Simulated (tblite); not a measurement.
Species: C₂H₃N₂P.
Atom-mapped SMILES: `[cH:1]1[n:2][nH:3][cH:4][p:5]1` (hydrogens: H6 on C1; H7 on N3; H8 on C4)

All values are computed: GFN2-xTB (tblite) harmonic vibrations without scaling, gas phase. The method is semi-empirical: single wavenumbers can be off by several per cent or more.

Harmonic wavenumbers (cm⁻¹): 428.0, 558.9, 617.3, 622.7, 738.5, 766.9, 811.0, 884.8, 928.8, 1063.5, 1149.5, 1205.0, 1277.7, 1377.5, 1453.8, 3122.7, 3130.0, 3401.3.

A = 8806, B = 5252, C = 3290 MHz; mass 86.003 u (most abundant isotopes); point group Cs, symmetry number 1.

Question: Zero-point energy?

Answer: Half the sum of the wavenumbers: 11769 cm⁻¹ = 140.79 kJ/mol.

Question: Entropy at 273.15 K, 1 bar (ideal gas, RRHO, classical rotation)?

Answer: Translation 162.59, rotation 104.18, vibration 11.38: S = 278.1 J/(mol K).

Question: And Cp and H(273.15 K) − H(0)?

Answer: Cp = 64.20 J/(mol K), of which vibrations give 30.94 (their classical limit is 18 R = 149.7); H(273.15 K) − H(0) = 11.46 kJ/mol without the zero-point energy, 2.37 from vibrations.

Question: Which modes carry the vibrational entropy at 273.15 K?

Answer: 428.0 cm⁻¹: 3.12; 558.9 cm⁻¹: 1.81; 617.3 cm⁻¹: 1.42; 622.7 cm⁻¹: 1.39; 738.5 cm⁻¹: 0.85; 766.9 cm⁻¹: 0.75 J/(mol K); the other 12 give 2.05 together.

Question: How do the functions run with temperature in this model?

Answer: 
```json
{"T (K)": "100", "S (J/(mol K))": "233.5", "Cp (J/(mol K))": "34.3", "H − H(0) (kJ/mol)": "3.34", "G − H(0) (kJ/mol)": "-20.01", "ln q(vib)": "0.00"}
{"T (K)": "200", "S (J/(mol K))": "260.8", "Cp (J/(mol K))": "48.4", "H − H(0) (kJ/mol)": "7.35", "G − H(0) (kJ/mol)": "-44.80", "ln q(vib)": "0.10"}
{"T (K)": "300", "S (J/(mol K))": "284.4", "Cp (J/(mol K))": "70.1", "H − H(0) (kJ/mol)": "13.26", "G − H(0) (kJ/mol)": "-72.07", "ln q(vib)": "0.43"}
{"T (K)": "500", "S (J/(mol K))": "329.3", "Cp (J/(mol K))": "105.7", "H − H(0) (kJ/mol)": "31.11", "G − H(0) (kJ/mol)": "-133.51", "ln q(vib)": "1.61"}
{"T (K)": "800", "S (J/(mol K))": "385.9", "Cp (J/(mol K))": "134.3", "H − H(0) (kJ/mol)": "67.63", "G − H(0) (kJ/mol)": "-241.12", "ln q(vib)": "3.87"}
{"T (K)": "1000", "S (J/(mol K))": "417.2", "Cp (J/(mol K))": "145.3", "H − H(0) (kJ/mol)": "95.66", "G − H(0) (kJ/mol)": "-321.50", "ln q(vib)": "5.39"}
```

q(vib) and H(0) count from the zero-point level.

Question: What must be added to the electronic energy to get the Gibbs energy at 273.15 K and 1 bar?

Answer: ZPE + [H(273.15 K) − H(0)] − T·S = 140.79 + 11.46 − 75.97 = 76.28 kJ/mol.
